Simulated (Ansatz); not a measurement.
# H2N2Si: the cost of one run

Program: Ansatz 0.2.0. Level of theory: the levels named in each step. These are calculated values, not measurements.

## Step 1: Starting point

Bond lengths: N1–N2 1.145 Å, N2–Si3 1.689 Å, Si3–H4 1.451 Å, Si3–H5 1.450 Å. Angles: N1–N2–Si3 158.8°, N2–Si3–H4 104.5°, N2–Si3–H5 104.6°, H4–Si3–H5 115.5°.

As a file:

```xyz
5

N     1.7254   -0.0128   -0.1397
N     0.5855    0.0024   -0.2452
Si   -1.0393    0.0031    0.2164
H    -1.5629    1.2555   -0.2959
H    -1.5900   -1.1959   -0.3850
```

## Step 2: A rough first relaxation, PBE-D4/def2-SVP

Input file input.yaml:

```yaml
crystal:
  periodic: [false, false, false]
  atoms:
    - { symbol: "N", position_ang: [1.72542, -0.01284, -0.13974] }
    - { symbol: "N", position_ang: [0.58549, 0.00245, -0.2452] }
    - { symbol: Si, position_ang: [-1.03933, 0.00308, 0.21641] }
    - { symbol: H, position_ang: [-1.56294, 1.25547, -0.2959] }
    - { symbol: H, position_ang: [-1.59003, -1.19589, -0.385] }
basis:
  gaussian: { orbitals: def2-SVP }
hamiltonian:
  xc: pbe
  dispersion: d4
relax:
  f_tol: 0.03
  max_steps: 200
```

On the command line:

```sh
$ ansatz run input.yaml --threads 2 --pin off --max-ram 5120MiB --backend cpu --events-out ev --progress --plain --runs-dir out
```

What time and memory should one allow on 2 threads of Intel Xeon at 2.70GHz, shared host?

About 7.4 s, with a peak of 0.12 GiB.
